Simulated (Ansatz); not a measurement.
Born–Oppenheimer molecular dynamics of BH3O (5 atoms, charge 0, multiplicity 1). It starts from a relaxed structure.

Method: RKS PBE0-D4/def2-TZVP in Ansatz 0.2.0.

```json
{
 "ensemble": "NVT, Nosé–Hoover chain",
 "time step": "1 fs",
 "steps asked": "150",
 "set temperature": "300 K",
 "thermostat": "time constant 50 fs, chain length 3",
 "temperature schedule": "37 steps to 300 K, then 113 steps to 10 K",
 "seed": "70155"
}
```

First frame:

```xyz
5
Properties=species:S:1:pos:R:3
B 0.015 -0.065 -0.036
H -0.074 -0.120 1.161
H 1.034 0.220 -0.594
O -1.052 -0.329 -0.817
H -1.844 -0.553 -0.321
```

Problem. How far do the bonds stretch over the last three quarters of this one trajectory? (Pairs bonded in most of those frames.)

Solution. 
| bond | mean (Å) | spread (Å) | shortest | longest |
| --- | --- | --- | --- | --- |
| B1–H2 | 1.207 | 0.042 | 1.14 | 1.28 |
| B1–H3 | 1.203 | 0.048 | 1.13 | 1.28 |
| B1–O4 | 1.348 | 0.010 | 1.33 | 1.36 |
| O4–H5 | 0.965 | 0.034 | 0.91 | 1.02 |

Mean temperature of the second half: 259 K. The conserved energy stayed within 3.5 meV per atom of its start (net change 1.2 meV per atom), so the integration is sound. The schedule's set-point averaged 106 K over the second half and the system 259 K, so it lags behind the ramp. A run of 0.15 ps of so small a system gives no equilibrium averages.

The run took 84 s on 2 threads of Arm Neoverse V1, on a shared host, peak memory 0.11 GiB.
